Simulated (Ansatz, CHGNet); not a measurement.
Elastic constant C13 (GPa) of solids drawn from the class of elemental solids other than molecular ones, at two levels: the machine-learned potential CHGNet-r²SCAN (trained on r²SCAN data), and r²SCAN in Ansatz (plane waves, PAW).

| solid | CHGNet-r²SCAN | r²SCAN | shift (%) |
|---|---|---|---|
| hcp Os | 459 | 232 | -49 |
| hcp Y | 15.2 | 19.7 | +30 |
| hcp Mg | 21.3 | 20.3 | -4.7 |
| hcp Cd | 43.3 | 32.8 | -24 |
| hcp Ti | 121 | 77.4 | -36 |
| hcp Be | 48.4 | 1.91 | -96 |
| hcp Tl | 21.3 | 28.1 | +32 |
| hcp Zr | 81.7 | 63.3 | -23 |
| hcp Sc | 51.0 | 29.3 | -43 |

The shifts run from -96 % to +32 %, with a median of -24 %.

Over all 9 rows r²SCAN is the larger in 2.

Ansatz's runs of these crystals have no spin polarisation. A magnetic state wasn't tried for hcp Y, hcp Ti, hcp Sc with meta-GGA or hybrid levels, which favour moments.

Spin–orbit coupling is left out, also for the solids with elements from indium on (hcp Os, hcp Tl); its size isn't shown.

Each level is taken at its own relaxed cell. Ansatz's density-functional and Hartree–Fock values are scalar-relativistic unless marked +SOC, with PAW data made under PBE.

Ansatz is a program for electronic structure.
